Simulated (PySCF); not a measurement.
Compound: 1-chloro-1-propene(Z), C3H5Cl.
Z-matrix (Å and degrees, PBE0-D3(BJ)/def2-TZVP geometry), rows numbered from 1:
```
C 
C   1  1.4851
C   2  1.3243  1  127.03
Cl  3  1.7255  2  124.13  1    -0.04
H   1  1.0893  2  111.70  3    -1.19
H   1  1.0939  2  110.57  3  -122.21
H   1  1.0941  2  110.59  3   119.72
H   2  1.0873  1  117.48  3  -179.93
H   3  1.0812  2  123.06  1  -179.93
```

The closed-shell ground state was solved at several levels (PySCF, density fitting, gas phase, non-relativistic). Geometry: PBE0-D3(BJ)/def2-TZVP; no solvent, vibrations or thermal averaging.

```
                level  basis functions  total energy (Eh)  HOMO (eV)  LUMO (eV)  gap (eV)  dipole (D)
     PBE0/aug-cc-pVTZ              303          -577.2725      -7.19      -0.08      7.11        1.66
        PBE0/pcSseg-2              221          -577.2764      -7.19       0.08      7.27        1.67
CAM-B3LYP/aug-cc-pVTZ              303          -577.5141      -8.50       0.23      8.73        1.69
```

**Question.** What might wB97X-D/aug-cc-pVTZ (303 basis functions) give for the same quantities?

**Answer.** Total energy -577.5268 Eh, HOMO -9.01 eV, LUMO 0.84 eV, gap 9.85 eV, dipole 1.69 D.

**Question.** Over all these levels, which gives the widest orbital gap and which the narrowest?

**Answer.** wB97X-D/aug-cc-pVTZ (range-separated hybrid) has the widest, 9.85 eV, and PBE0/aug-cc-pVTZ (global hybrid, 25 % exact exchange) the narrowest, 7.11 eV. The two share the basis. From the narrowest to the widest the HOMO moves by -1.82 eV and the LUMO by +0.92 eV.

**Question.** How far do the dipole and the HOMO energy spread over the levels?

**Answer.** The dipole runs from 1.66 to 1.69 D (mean 1.68 D) and the HOMO from -9.01 to -7.19 eV.

wB97X-D is run here without its empirical dispersion term; that term would change no orbital, density or response property at a fixed geometry.
